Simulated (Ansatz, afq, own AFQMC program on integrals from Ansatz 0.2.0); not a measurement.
**Where AFQMC and coupled cluster stand for BGeH2, quartet**

```yaml
atoms:
  - { symbol: Ge, position_ang: [0.0000, 0.0000, 0.1736] }
  - { symbol: B, position_ang: [0.0000, 0.0000, -1.3644] }
  - { symbol: H, position_ang: [0.0000, 1.2593, 1.0627] }
  - { symbol: H, position_ang: [0.0000, -1.2593, 1.0627] }
```

Connectivity, by distances: GeH2–B.

Basis cc-pVDZ. Only valence electrons are correlated. Ansatz 0.2.0 and our own AFQMC program on the same integrals; the CISD trial comes from CCSD amplitudes, and released means the phaseless constraint is let go. Error bars are statistical, one sigma. No spin–orbit coupling.

Determinant: ROHF, the one that the program's search chose, which needn't be the lowest solution. The geometry is a point of a scan.

No full CI on the walks' own integrals is used here; CCSDT(Q) serves as the reference and is uncertain by about the last step of the cluster series.

Cautions: no relativity below Rb; no spin-orbit coupling; inner d shell frozen; lower spins were not checked.

* T1 diagnostic: 0.0197
* weight of the determinant in the CISD state: 0.907
* size of the correlated space: 9 electrons in 36 orbitals

```csv
level,correlation energy (eV)
MP2,-3.2345
CCSD,-4.0419
CCSD(T),-4.1463
```

(1) Estimate where AFQMC with the constraint released lies against CCSD(T) on the same integrals.

(1) 36.4 ± 8.0 meV below CCSD(T).

Reference: CCSDT(Q), correlation energy -4.176 eV. The released energy is read at 2.40 1/Eh (meV from the phaseless value at times in 1/Eh: 2 ± 8 at 0.24, 1 ± 7 at 0.51, -9 ± 8 at 0.99, -23 ± 9 at 1.62, -16 ± 8 at 2.40).

```csv
level,E − E(reference) (meV),share of correlation (%)
CCSD(T),29.5,99.29
CCSDT,3.9,99.91
ph-AFQMC/CISD,9.3 ± 7.7,99.78
released AFQMC,-6.9 ± 8.0,100.17
```

A walk keeps the symmetry of its determinant, which the program's search chose and which needn't be the lowest solution, so a lower state of the same spin and another symmetry isn't excluded. Released energies are given only where the last usable release times agree within the noise; a slower fall can still hide under it.
